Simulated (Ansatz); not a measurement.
**NHO (triplet): the correlation ladder, cc-pVTZ**

One table from this session's results is given with a row withheld; the runs are named, their logs left out.

The runs use Ansatz 0.2.0, Gaussian basis; cc-pVTZ, core rule «outside noble gas», up to 2 orbitals frozen.

The runs, in order: UHF; CCSD(T) on ROHF; CCSD(T) on UHF; BCCD(T) on ROHF; CCSDT(Q) on ROHF; CCSDT(Q) on UHF; CASSCF and MRCISD+Q, 12 electrons in 9 orbitals; CASSCF and NEVPT2, 12 electrons in 9 orbitals.

6 further runs of the same task are left out: 6 set aside as unsound or not needed.

### The system

The geometry is a PBE0/def2-TZVP stationary point (not a proven minimum).

3 atoms, charge 0, spin multiplicity 3.

Atoms are counted from 1 here; the program's logs count them from 0.

Bond lengths: N1–O2 1.213 Å, N1–H3 1.028 Å. Angles: O2–N1–H3 120.0°.

Set-up of the first run:

The input, in.yaml:

```yaml
crystal:
  periodic: [false, false, false]
  atoms:
    - {symbol: N, position_ang: [0.000000, -0.123149, 0.597204]}
    - {symbol: O, position_ang: [0.000000, 0.065186, -0.601149]}
    - {symbol: H, position_ang: [0.000000, 0.676603, 1.243294]}
basis:
  gaussian: {orbitals: cc-pVTZ}
magnetization: {spin_polarized: true, initial_magnetization: 2}
hamiltonian: {xc: hf}
output: {orbitals: {seedname: orbitals}}
```

Command:

```console
$ ansatz run in.yaml --threads 1 --pin off --events-out ev --progress --plain --max-ram 4096MiB --backend cpu
```

Among the steps run: UHF; CCSD(T) on ROHF; CCSD(T) on UHF; BCCD(T) on ROHF; CCSDT(Q) on ROHF; CCSDT(Q) on UHF; CASSCF and MRCISD+Q, 12 electrons in 9 orbitals; CASSCF and NEVPT2, 12 electrons in 9 orbitals.

One table of the session follows, with a row left open; its other results are not shown here.

| method | from UCCSDT(Q) (kJ/mol) |
| --- | --- |
| ROHF | +1170.6 |
| UHF | +1127.3 |
| RMP2 | +80.0 |
| UMP2 | +89.0 |
| RCCSD | +50.1 |
| UCCSD | +47.7 |
| RCCSD(T) | +4.6 |
| UCCSD(T) | +4.3 |
| BCCD(T) | ? |
| RCCSDT | +3.7 |
| UCCSDT | +3.3 |
| RCCSDT(Q) | +0.2 |
| UCCSDT(Q) | 0 |
| CASSCF valence | +911.2 |
| NEVPT2 valence | +134.6 |
| MRCISD valence | +75.0 |
| MRCISD+Q valence | +14.4 |

**Question.** Estimate the row for BCCD(T).

The run gave: from UCCSDT(Q) (kJ/mol): +3.9. In the column «from UCCSDT(Q) (kJ/mol)» it lies between RCCSDT (+3.7) and UCCSD(T) (+4.3).

With the free atoms at the same levels and basis (separate runs), the atomisation energy is 7.665 eV at UCCSDT(Q), 7.643 eV at RCCSD(T), 7.639 eV at UCCSD(T), 3.325 eV at ROHF.

Limits of these values: Restricted and unrestricted rows rest on different reference determinants; where their highest levels disagree by more than a few hundredths of an eV, they describe different states and don't form one ladder.
